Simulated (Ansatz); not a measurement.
# Rock-salt HfC

Calculation: PBE (Ansatz, a first-principles code, plane waves, PAW).

Numerical settings: plane-wave cutoff 520 eV, 16×16×16 k mesh, Fermi–Dirac smearing 0.1 eV, perturbation theory, force constants from a 4×4×4 q mesh, scalar-relativistic PAW data made under PBE.

Cell: relaxed at this level.

For rock-salt HfC, the TO(Γ) frequency is 429 cm⁻¹. The zero-point energy comes out as 0.066 eV/atom.

Spin–orbit coupling is not included.
